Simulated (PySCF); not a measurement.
Computed properties of water (H2O), SMILES O

water (H₂O), SMILES O. The structure is a stationary point at TPSSh-D3(BJ)/def2-TZVPD. Other conformers were not sampled. All values are computed for the isolated molecule unless a solvent is named; none is compared with measurement here.

**Structure.** The optimised structure has C2v symmetry. All 3 harmonic modes at TPSSh-D3(BJ)/def2-TZVPD (PySCF) are real, so it is a minimum.

**Vibrations.** The strongest infrared lines (harmonic, unscaled, degenerate partners summed) lie at 1639 cm⁻¹ (73 km/mol, H 93 %), 3870 cm⁻¹ (49 km/mol, H 93 %), 3767 cm⁻¹ (2 km/mol, H 96 %). The softest mode is at 1639 cm⁻¹ and the zero-point energy is 13.3 kcal/mol.

**Electronic structure.** HF/def2-TZVPD (PySCF) places the frontier levels at -13.87 and 1.96 eV, a gap of 15.83 eV, and gives a dipole moment of 1.99 D and a mean polarisability of 8.5 bohr³.

**Excitations.** TDDFT-M06-2X/def2-TZVPD (PySCF) has S1 at 7.56 eV (164 nm, f = 0.044, weak); the most intense of the 10 singlets computed lies at 9.76 eV (f = 0.09). T1 (TDA) is at 7.22 eV. No vertical singlet excitation falls in the visible range (under 3.1 eV).

**NMR.** GIAO shifts at HF/pcSseg-2 (PySCF) (non-relativistic, atoms alike by connectivity averaged): ¹H at 1.7 ppm against TMS.
